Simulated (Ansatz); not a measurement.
Predict the output of the script below (Ansatz's Python interface).

`run_methods.py`
```python
# -*- coding: utf-8 -*-
import ansatz as az

GEOMETRY = """
C     0.00383    0.03014   -0.02680
O     0.98901   -0.81084   -0.23300
H    -0.97637   -0.50060   -0.06471
H    -0.02025    0.89941   -0.70710
H     0.00378    0.38189    1.03162
"""

geometry = az.Crystal.molecule()
for line in GEOMETRY.strip().splitlines():
    symbol, *xyz = line.split()
    geometry = geometry.atom(symbol, [float(v) for v in xyz])

model = geometry.calculation().basis(gaussian="def2-SVP").spin("collinear", total=1)

methods = ["mp2", "ccsd", "ccsd_t"]
reports = [model.correlation(m).run(threads=1, pin="off").report for m in methods]
print(f"Hartree-Fock reference {reports[0]['reference_energy_ev'] / 27.211386246:.6f} Ha")
best = reports[-1]["free_energy_ev"] - reports[-1]["reference_energy_ev"]
for method, each in zip(methods, reports):
    gained = each["free_energy_ev"] - each["reference_energy_ev"]
    print(f"{method:8s} total {each['free_energy_ev'] / 27.211386246:.6f} Ha  correlation {gained:9.4f} eV  ({100 * gained / best:.1f} % of the last)")
```

```console
$ python run_methods.py
Hartree-Fock reference -114.328261 Ha
mp2      total -114.615242 Ha  correlation   -7.8092 eV  (88.4 % of the last)
ccsd     total -114.646300 Ha  correlation   -8.6543 eV  (97.9 % of the last)
ccsd_t   total -114.652999 Ha  correlation   -8.8366 eV  (100.0 % of the last)
```

What to keep in mind:
- Total energies depend on the basis set; only differences at equal settings carry meaning.
- The geometry is a force-field or estimated start, not a minimum of this method, and the basis set is short of its limit. A lower total doesn't mark the better method: functionals have no common bound, and MP2 and coupled cluster aren't variational.
- The species is open-shell (spin multiplicity 2).
- Inner cores stay frozen, so this is valence correlation.
- Timing: 7.1 s on 1 thread of Arm Neoverse V1, with other jobs on the host, peak memory 0.19 GiB.
